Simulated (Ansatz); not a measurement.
Reaction (SMILES): [S+]#[C-] (C-S) → C atom + S atom
B3LYP-D3(BJ)/def2-TZVP geometries, fixed; electronic energies without zero-point terms.

The atomisation energy at MP2 with Ansatz (a quantum-chemistry and plane-wave program), in kcal/mol, split into its Hartree-Fock and correlation parts. Cores are frozen. Open shells are unrestricted. No added dispersion term, no relativity. Functions are those of the species that has most.

| basis | X | functions | Hartree-Fock | MP2 |
|---|---|---|---|---|
| aug-cc-pV(D+d)Z | 2 | 55 | 95.47 | 164.17 |
| aug-cc-pV(T+d)Z | 3 | 101 | 96.89 | 172.90 |
| aug-cc-pV(Q+d)Z | 4 | 169 | 97.41 | 176.77 |
| aug-cc-pV(5+d)Z | 5 | 263 | 97.48 | 178.31 |

Worked estimate of the basis-set limit from each neighbouring pair, with Hartree-Fock from the larger set and the correlation part extrapolated as X^-3.
Correlation parts: X = 2: 68.70, X = 3: 76.01, X = 4: 79.36, X = 5: 80.83.
- (2,3): (27·(76.01) - 8·(68.70))/19 = 79.09; with Hartree-Fock 96.89 the estimate is 175.98 kcal/mol.
- (3,4): (64·(79.36) - 27·(76.01))/37 = 81.80; with Hartree-Fock 97.41 the estimate is 179.21 kcal/mol.
- (4,5): (125·(80.83) - 64·(79.36))/61 = 82.37; with Hartree-Fock 97.48 the estimate is 179.85 kcal/mol.
The last two estimates differ by 0.64 kcal/mol; the largest set lies 1.54 from the last. Over the last step Hartree-Fock moves by 0.07 and the correlation part by 1.47.
